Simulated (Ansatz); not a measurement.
Reaction (SMILES): [CH]=O (CH-O) → C atom + H atom + O atom
B3LYP-D3(BJ)/def2-TZVP geometries, fixed; electronic energies without zero-point terms.
Largest species:
```
C
O 1 1.1718
H 1 1.1249 2 124.43
```
Charge 0, spin multiplicity 2.

Basis-set convergence of the atomisation energy at HF with Ansatz (a quantum-chemistry and plane-wave program). Cartesian d functions, on some or all atoms, in 6-31G*, 6-31+G*; all else is spherical. Open shells are unrestricted. No added dispersion term, no relativity. Functions are those of the species that has most. Reference: the value in aug-pcseg-3, 183.48 kcal/mol, itself unsure by roughly 0.63 kcal/mol (its mean distance from aug-cc-pVQZ, cc-pV5Z, def2-QZVPPD). Deviations are taken from unrounded values.

| basis | functions | atomisation energy (kcal/mol) | minus reference (kcal/mol) |
|---|---|---|---|
| 6-31G | 20 | 143.50 | -39.98 |
| pcseg-0 | 20 | 142.37 | -41.11 |
| 6-31G* | 32 | 178.20 | -5.28 |
| cc-pVDZ | 33 | 176.45 | -7.03 |
| def2-SVP | 33 | 184.83 | 1.35 |
| 6-31+G* | 40 | 177.72 | -5.76 |
| aug-pcseg-1 | 55 | 183.71 | 0.23 |
| def2-TZVPD | 86 | 182.10 | -1.38 |
| def2-TZVPPD | 94 | 182.33 | -1.15 |
| aug-pcseg-2 | 115 | 183.25 | -0.23 |
| def2-QZVPP | 144 | 182.76 | -0.72 |
| pcseg-3 | 153 | 183.48 | 0.00 |
| aug-pcseg-3 | 219 | 183.48 | 0.00 |
